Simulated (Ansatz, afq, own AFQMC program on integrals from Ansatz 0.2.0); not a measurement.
Two steps: Ansatz 0.2.0 writes the Fock matrix and Cholesky factors of the valence space, and afq projects on them the lowest state that overlaps trial and start.

```yaml
crystal:
  periodic: [false, false, false]
  atoms:
    - {symbol: Cl, position_ang: [0.000000, 0.000000, 0.000000]}
basis:
  gaussian: {orbitals: cc-pVQZ}
magnetization: {spin_polarized: true, initial_magnetization: 1}
correlation: {method: ccsd_t, electrons: outside_noble_gas, hamiltonian_folder: ham}
```

```sh
$ ansatz run in.yaml --threads 1 --pin off --events-out ev --progress --plain --max-ram 16896MiB --backend cuda --devices 0, --max-vram 18GiB
```

afq runs on the folder ham with

```
--method phaseless --trial hf --walkers 4000 --populations 20 --least-time 40 --time-step 0.005 --steps-per-block 20 --equilibration-blocks 112 --max-blocks 4000 --target-error 0.00048 --factor-cut 1e-05 --start spin_pure --seed 3055 --taylor-order 6
```

Times are imaginary, in 1/Eh. The walk had a cap of 69 s. With eight or more populations the least sampling time is a fifth of least-time, and the error comes from their spread.

afq prints:

```
orbitals 54  electrons 4 3  factors 353 of 354
reference energy -459.48909458 Eh
CCSD correlation -0.19707753 Eh in 7 cycles, weight of the determinant in the CISD state 0.9281
energy of the start -459.489256 Eh
 block  time / (1/Eh)  mean weight  energy / Eh
     1     0.100  1.0011  -459.543568
     2     0.200  1.0017  -459.580578
     3     0.300  1.0012  -459.606408
     4     0.400  1.0010  -459.624051
     5     0.500  1.0012  -459.639606
     7     0.700  1.0006  -459.660020
     9     0.900  1.0004  -459.670636
    17     1.700  1.0000  -459.692667
    33     3.300  0.9999  -459.693273
    49     4.900  1.0001  -459.692246
    65     6.500  0.9999  -459.690077
    81     8.100  0.9997  -459.690819
    97     9.700  0.9997  -459.691071
   113    11.300  0.9996  -459.696746
   129    12.900  0.9999  -459.692866
   145    14.500  0.9998  -459.688993
   161    16.100  1.0003  -459.693687
   177    17.700  0.9997  -459.691482
   193    19.300  1.0003  -459.691577
   209    20.900  1.0002  -459.687890
   225    22.500  1.0004  -459.693570
   241    24.100  0.9997  -459.688475
   257    25.700  0.9996  -459.685776
   273    27.300  0.9998  -459.690402
   289    28.900  1.0002  -459.690679
   305    30.500  1.0001  -459.689914
   321    32.100  1.0000  -459.690730
   329    32.900  1.0001  -459.692417
error from the spread of 20 populations
energy -459.690117 +/- 0.000458 Eh
(rows thinned)
```

The run passed its tests (sampling time, drift between the halves within three errors, error under three times the target), which doesn't prove that it has relaxed. The second half of the sampling lies above the first by 1.9 errors of their difference, so the energy may still be moving and its error bar be too small.

Against this walk (error 12.5 meV) on the same determinant: CCSD(T) 86.8 meV lower, CCSDT(Q) 112.3 meV lower, a separate phaseless walk with a CISD trial and standard settings 97.5 ± 12.6 meV lower. The error is statistical and leaves out the bias of the constraint. CCSDT(Q) is the surest value here, so the walk's 112 meV above it is most likely the bias of the constraint with this trial, which can have either sign.

Cautions: constraint bias not in the error.

The walk took 63 s on 1 × NVIDIA H100 80GB HBM3 with 2 threads of AMD EPYC 7R13 Processor (Zen 3) (shared host) (the card was shared). The log's last line is the phaseless energy.

CCSDT and higher add their correlation energy to the determinant of the CCSD(T) run, since their own runs factorise the integrals more tightly (a shift of under 2 meV). A walk keeps the symmetry of its determinant, which the program's search chose and which needn't be the lowest solution, so a lower state of the same spin and another symmetry isn't excluded.
